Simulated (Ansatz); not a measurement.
We consider rock-salt HfC, described by LDA (PAW; Ansatz, a program for electronic structure).

Numerical settings: plane-wave cutoff 520 eV, 16×16×16 k mesh, Fermi–Dirac smearing 0.1 eV, perturbation theory, force constants from a 4×4×4 q mesh, scalar-relativistic PAW data made under PBE.

Computed at the level's own relaxed cell.

```cif
data_C4Hf4
_chemical_formula_sum 'Hf4 C4'
_space_group_name_H-M_alt 'Fm-3m'
_space_group_IT_number 225
_space_group_name_Hall '-F 4 2 3'
_cell_length_a 4.57263
_cell_length_b 4.57263
_cell_length_c 4.57263
_cell_angle_alpha 90.000
_cell_angle_beta 90.000
_cell_angle_gamma 90.000
loop_
_atom_site_label
_atom_site_type_symbol
_atom_site_symmetry_multiplicity
_atom_site_Wyckoff_symbol
_atom_site_fract_x
_atom_site_fract_y
_atom_site_fract_z
_atom_site_occupancy
Hf1 Hf 4 a 0.00000 0.00000 0.00000 1
C1 C 4 b 0.50000 0.50000 0.50000 1
```
(The calculation used a cell of 2 atoms; values per cell refer to that cell.)

Harmonic phonon frequencies (cm⁻¹; i marks an imaginary mode):

```
q point        frequencies
-------  -----------------
Γ        0 0 0 463 463 463
```
